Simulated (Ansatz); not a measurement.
An input meant for B(H2S)H3 (BH5S) (charge 0, singlet).

```yaml
crystal:
  periodic: [false, false, false]
  atoms:
    - {symbol: B, position_ang: [0.083315, -0.121567, -0.597903]}
    - {symbol: S, position_ang: [0.073244, -0.126868, 0.705585]}
    - {symbol: H, position_ang: [0.313627, 0.724472, 0.894307]}
    - {symbol: H, position_ang: [-0.812335, 0.037501, 0.893220]}
    - {symbol: H, position_ang: [0.912125, -0.134945, -0.637006]}
    - {symbol: H, position_ang: [-0.277268, 0.476622, -0.823155]}
    - {symbol: H, position_ang: [-0.310984, -0.746367, -0.638057]}
basis:
  gaussian: {orbitals: "6-31++G**"}
magnetization: {spin_polarized: true, initial_magnetization: 0}
hamiltonian: {xc: {name: PBE0}}
output: {forces: true}
```

```sh
$ ansatz run in.yaml --threads 4 --pin off --events-out ev --progress --plain --max-ram 3916MiB
```

Output, abridged:

```
Functional definition: PBE0
  name "PBE0"
  cite "Adamo & Barone, J. Chem. Phys. 110, 6158 (1999) doi:10.1063/1.478522"
  cite "Perdew, Burke & Ernzerhof, Phys. Rev. Lett. 77, 3865 (1996) doi:10.1103/PhysRevLett.77.3865"
  parent pbe
  parameter a = 0.25
  parameter kappa = 0.804
  parameter beta = 0.06672455060314922
  exchange = (1 - a)*pbe_x(kappa = kappa, mu = beta*pi^2/3) + a*exact_x
  correlation = pbe_c(beta = beta)
630 factors; integrals over basis functions are off by at most 1.1e-3 eV
mean field evaluation 1: about -11538.0214 eV, gradient 5.2e1 eV
mean field evaluation 2: about -11535.4808 eV, gradient 5.4e1 eV
mean field evaluation 4: about -11550.6292 eV, gradient 9.3e-1 eV
mean field evaluation 8: about -11550.9572 eV, gradient 7.6e-2 eV
mean field evaluation 16: about -11550.9572 eV, gradient 7.9e-6 eV
mean field -11550.95718850 eV, -424.4898471574 hartree, gradient 7.9e-6 eV, S^2 0.000000; 0 other end points of the search recorded, 0 dependent functions left out
the calculation of the forces begins
reference -11550.95723984 eV, -424.4898490439 hartree; 13, 13 occupied and 59, 59 virtual orbitals, 630 factors
Total energy: -11550.95723984 eV, -424.4898490439 hartree
Atom 0 at     0.083315    -0.121567    -0.597903 Å, force    17.542440    -0.479309   -18.224306 eV/Å
Atom 1 at     0.073244    -0.126868     0.705585 Å, force    23.928787   -43.290448    22.319335 eV/Å
Atom 2 at     0.313627     0.724472     0.894307 Å, force    11.647511    39.450120    10.909587 eV/Å
Atom 3 at    -0.812335     0.037501     0.893220 Å, force   -37.360829     6.507415     9.763677 eV/Å
Atom 4 at     0.912125    -0.134945    -0.637006 Å, force    22.691095    -1.179515    -4.738411 eV/Å
Atom 5 at    -0.277268     0.476622    -0.823155 Å, force   -19.056273    32.175898   -13.875199 eV/Å
Atom 6 at    -0.310984    -0.746367    -0.638057 Å, force   -19.392731   -33.184162    -6.154683 eV/Å
Dipole moment:    -0.151249     0.224094     0.471730 e Å
```

In this input the geometry is squeezed to about two thirds of its size. The calculation finished and met its thresholds. The result belongs to that input, not to the species as meant.

The 6-31G sets use Cartesian d functions.
